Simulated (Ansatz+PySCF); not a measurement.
Values are calculated unless marked as measured or tabulated.
Input for PySCF 2.14.0:

```python
from pyscf import gto, scf, cc

mol = gto.M(atom="""
Mg 0.000000 0.000000 0.000000
Si 0.953690 1.271590 2.753080
""", basis='sto-3g', charge=0, spin=0)
mf = scf.UHF(mol)
mf.kernel()
mycc = cc.CCSD(mf, frozen=6).run()
et = mycc.ccsd_t()
print(mf.e_tot, mycc.e_corr, et, mycc.e_tot + et)
```

The script is written out from the run's settings.

Results

```
Converged                       : yes
Reference energy                : -482.46361 hartree
CCSD correlation energy         : -0.09121 hartree
Triples correction              : -0.00145 hartree
Total energy                    : -482.55628 hartree
Spin squared of the determinant : 1.000
```

Caution: large amplitudes, a single reference is doubtful; another spin multiplicity may lie lower; the unrestricted determinant is a mixture of spin states.
